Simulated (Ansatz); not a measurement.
C3H5NO (`COC1=NC1`). Total charge 0; spin multiplicity 1.

| atom | x (Å) | y (Å) | z (Å) |
| --- | --- | --- | --- |
| C1 | -1.010 | 1.186 | -0.804 |
| O2 | 0.291 | 0.586 | -0.743 |
| C3 | 0.393 | -0.334 | 0.179 |
| N4 | -0.265 | -0.909 | 1.070 |
| C5 | 1.224 | -1.292 | 0.823 |
| H6 | -0.964 | 1.922 | -1.602 |
| H7 | -1.762 | 0.427 | -1.027 |
| H8 | -1.247 | 1.666 | 0.147 |
| H9 | 1.935 | -0.988 | 1.587 |
| H10 | 1.404 | -2.265 | 0.371 |

Problem. List the harmonic frequencies (cm⁻¹, unscaled) at PBE0-D4/def2-TZVP in Ansatz. (An estimate is asked.)

Solution. Computed: 112, 160, 236, 501, 504, 757, 928, 989, 1037, 1098, 1103, 1173, 1223, 1441, 1476, 1481, 1493, 1507, 1901, 3064, 3098, 3143, 3182, 3188.

Problem. Is this a minimum?

Solution. Yes, all 24 modes are real.

Problem. Give the ideal-gas thermochemistry at 298.15 K and 1 bar (rigid rotor, harmonic oscillator; point group Cs, symmetry number 1).

Solution. Zero-point energy 208.1 kJ/mol; H(298) − E = 224.9 kJ/mol; entropy 306.7 J/(mol·K), of which translation 162.0, rotation 103.9, vibration 40.8; G(298) − E = 133.4 kJ/mol.

Problem. And at 400, 500, 600, 800 and 1000 K?

Solution. 
```json
{"T (K)": "400", "H − E (kJ/mol)": "234.1", "S (J/mol/K)": "333.2", "G − E (kJ/mol)": "100.8"}
{"T (K)": "500", "H − E (kJ/mol)": "245.0", "S (J/mol/K)": "357.4", "G − E (kJ/mol)": "66.3"}
{"T (K)": "600", "H − E (kJ/mol)": "257.5", "S (J/mol/K)": "380.2", "G − E (kJ/mol)": "29.4"}
{"T (K)": "800", "H − E (kJ/mol)": "286.4", "S (J/mol/K)": "421.6", "G − E (kJ/mol)": "-50.9"}
{"T (K)": "1000", "H − E (kJ/mol)": "319.3", "S (J/mol/K)": "458.2", "G − E (kJ/mol)": "-138.9"}
```

Problem. Rotational constants (cm⁻¹)?

Solution. 0.5832, 0.1259, 0.1079.
